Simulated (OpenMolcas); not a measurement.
## An input for doublet CH6Si+

CH6Si+ has 8 atoms, charge +1, and is taken as a doublet. As SMILES of the parent species, `C[SiH3]`. The coordinates come from a PBE0-D4/def2-TZVP relaxation. That shape belongs to the parent species and isn't relaxed for this state.

```xyz
8

C    -0.1815    0.2397   -0.9403
Si    0.1624   -0.2145    0.8415
H    -1.2405    0.1125   -1.1756
H     0.3955   -0.3914   -1.6198
H     0.0866    1.2807   -1.1339
H    -0.6250    0.6462    1.7654
H     1.6056   -0.0400    1.1599
H    -0.2031   -1.6332    1.1028
```

Settings wanted:

```json
{"method": "DFT", "reference": "UKS", "relativity": "none", "symmetry": "none", "basis set": "6-31G*", "task": "energy", "functional": "B3LYP", "dispersion": "none", "nucleus": "point", "integration grid": "UltraFine", "SCF convergence threshold": "1e-10", "d and f functions": "spherical"}
```

Task: Give an OpenMolcas 26.06 job that does this.

Result: This one ran through:

struct.xyz:
```
8

C     -0.181500     0.239740    -0.940300
Si     0.162420    -0.214550     0.841500
H     -1.240470     0.112510    -1.175580
H      0.395470    -0.391420    -1.619800
H      0.086600     1.280720    -1.133860
H     -0.624960     0.646220     1.765390
H      1.605560    -0.040010     1.159870
H     -0.203110    -1.633210     1.102780
```

job.input:
```
&gateway
baslib
$CurrDir
coord
struct.xyz
basis
6-31Gs
group
NoSym
&seward
gridinput
Grid=UltraFine
End of Grid
&scf
uhf
charge
1
spin
2
ksdft
B3LYP
thresholds
1e-10 1e-07 1e-07 1e-05
prorbitals
0
```

```bash
$ export MOLCAS_MEM=1860
$ pymolcas job.input > job.log
```

(Basis files named in the input come from the Basis Set Exchange and aren't shown.)

Calculated total energy: -330.78437 Eh.
